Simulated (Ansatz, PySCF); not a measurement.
Process, species as SMILES: FN(F)F → FN(F)F as doublet, charge +1 + e-
Geometries: B3LYP-D3(BJ)/def2-TZVP minima from Ansatz (a first-principles code). Frequencies are from Ansatz. A spin state is the lowest found, not a proven ground state.

Wanted: adiabatic ionisation energy (0 K, with B3LYP-D3(BJ) harmonic zero-point energies), in eV. Correlated levels leave the core frozen unless marked. UHF or UKS for open shells. No spin-orbit coupling. Non-relativistic. CBS(X,Y): correlation extrapolated as X^-3; Hartree-Fock from the larger set. [CCSD(T)-MP2]/basis is that difference in the basis named.

```json
[
 {"level": "PBE/def2-TZVPD", "program": "Ansatz", "adiabatic ionisation energy (eV)": "12.18"},
 {"level": "BLYP-D4/def2-TZVPD", "program": "Ansatz + dftd4", "adiabatic ionisation energy (eV)": "[?]"},
 {"level": "revPBE/def2-TZVPD", "program": "Ansatz", "adiabatic ionisation energy (eV)": "[?]"},
 {"level": "r2SCAN-D4/def2-TZVPD", "program": "Ansatz + dftd4", "adiabatic ionisation energy (eV)": "[?]"},
 {"level": "PBE0/def2-TZVP", "program": "Ansatz", "adiabatic ionisation energy (eV)": "12.18"},
 {"level": "MN15/def2-TZVPD", "program": "PySCF", "adiabatic ionisation energy (eV)": "[?]"},
 {"level": "RPA@PBE/cc-pVTZ", "program": "Ansatz", "adiabatic ionisation energy (eV)": "12.60"},
 {"level": "RI-MP2/CBS(cc-pVTZ,cc-pVQZ)+[CCSD(T)-MP2]/cc-pVTZ", "program": "Ansatz", "adiabatic ionisation energy (eV)": "12.65"}
]
```

Q: What belongs in the gaps?

A: 
- BLYP-D4/def2-TZVPD, adiabatic ionisation energy (eV): 12.32
- revPBE/def2-TZVPD, adiabatic ionisation energy (eV): 12.15
- r2SCAN-D4/def2-TZVPD, adiabatic ionisation energy (eV): 12.22
- MN15/def2-TZVPD, adiabatic ionisation energy (eV): 12.46
